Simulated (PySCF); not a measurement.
**Simulated absorption spectrum**

Compound: chloroform, CHCl3.
InChI=1S/CHCl3/c2-1(3)4/h1H

The calculation used TDDFT wB97X-D/def2-SVPD, vertical, gas phase, core orbitals frozen in the response in PySCF 2.14.0, density-fitted response routines. Geometry: GFN2-xTB; no solvent, vibrations or thermal averaging.

Broadening: Gaussians 0.4 eV wide at half height, area fixed by f = 4.319×10⁻⁹ ∫ε dν̃. The width is an assumption, not a result. The curve ends short of the highest state used, and states not computed would add to its high-energy end.

| λ (nm) | ε (L mol⁻¹ cm⁻¹) |
| --- | --- |
| 164.3 | 1271 |
| 165.7 | 1286 |
| 167.2 | 1251 |
| 168.7 | 1275 |
| 170.1 | 1402 |
| 171.6 | 1611 |
| 173.0 | 1776 |
| 174.5 | 1813 |
| 175.9 | 1678 |
| 177.4 | 1382 |
| 178.8 | 1041 |
| 180.3 | 691 |
| 181.7 | 429 |
| 183.2 | 234 |
| 184.6 | 122 |
| 186.1 | 55 |
| 187.5 | 24 |
| 189.0 | 9 |
| 190.4 | 4 |
| 191.9 | 1 |
| 193.3 | 0 |
| 194.8 | 0 |
| 196.2 | 0 |
| 197.7 | 0 |
| 199.2 | 0 |
| 200.6 | 0 |
| 202.1 | 0 |
| 203.5 | 0 |
| 205.0 | 0 |
| 206.4 | 0 |

(1) Locate the maxima and give the states behind the curve.

(2) Does any computed singlet lie in the visible range?

(3) Coming from long wavelengths, where does ε first pass 100 L mol⁻¹ cm⁻¹?

Answers

(1) 174 nm (7.12 eV), ε about 1800, made up of S3 (48%) and S4 (48%); 165 nm (7.51 eV), ε about 1300, made up of S5 (45%) and S6 (45%) (hardly more than a shoulder) (ε in L mol⁻¹ cm⁻¹; maxima over ε = 5, shares over 10%). The states used: S1 6.61 eV (f 0.0000); S2 7.07 eV (f 0.0002); S3 7.11 eV (f 0.013); S4 7.11 eV (f 0.013); S5 7.55 eV (f 0.0089); S6 7.55 eV (f 0.0089); S7 8.15 eV (f 0.0001); S8 8.15 eV (f 0.0001).

(2) No computed singlet lies in the visible range (380 to 750 nm); the lowest, at 188 nm, stands 3.34 eV above its violet end (3.26 eV).

(3) At about 185 nm (6.70 eV), 0.10 eV above S1.

On one thread of an Arm Neoverse V1, no GPU, shared host, this took 7.7 s wall.
